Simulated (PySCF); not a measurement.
Do core-level shifts follow atomic charges?

Acryloyl chloride, C3H3ClO.
Cartesian coordinates in Å at the GFN2-xTB level; atoms count from 1:
```xyz
8
C3H3ClO angstrom
C     -1.279   -0.154   -0.096
C     -0.101    0.124    0.452
C      1.125    0.018   -0.338
O      1.246   -0.297   -1.477
Cl     2.559    0.432    0.621
H     -1.347   -0.461   -1.127
H     -2.198   -0.085    0.461
H      0.005    0.433    1.480
```

Binding energies: delta-SCF UKS SCAN, pcX-2 on the ionised atom, pcseg-1 elsewhere, spin-free X2C (PySCF). Charges: PBE0/pcSseg-1 ground-state density, for the ionised atom.

```tsv
atom	environment	C 1s (eV)	Mulliken (e)	IAO (e)	Hirshfeld (e)	ESP (e)
C1	terminal =CH2 carbon	291.54	-0.070	-0.226	-0.035	-0.235
C2	alkene CH carbon	291.80	-0.225	-0.203	-0.058	-0.175
C3	acyl halide carbon	294.95	+0.287	+0.356	+0.173	+0.458
```

Give the correlation coefficient and slope of binding energy on charge for each scheme.

ESP: r = 1.00, slope 4.9 eV per e; IAO: r = 1.00, slope 5.8 eV per e; Hirshfeld: r = 0.99, slope 14.7 eV per e; Mulliken: r = 0.93, slope 6.8 eV per e. On 3 points no scheme stands out.

The point-charge model writes a binding energy as kq + V + constant, with V the potential of the other atoms' charges at the site. What does it give with the Mulliken charges?

V = Σ 14.40 eV Å × q/r over all other atoms: +2.18 eV at C1, +3.49 eV at C2, -4.93 eV at C3. Fitting binding energy − V to q gives k = 23.8 eV per e and leaves an rms residual of 1.13 eV, against 0.56 eV for the fit on q alone. The model has no term for differences in relaxation between sites.

The structure is a single GFN2-xTB conformer in the gas phase; no vibrational or solvent corrections.
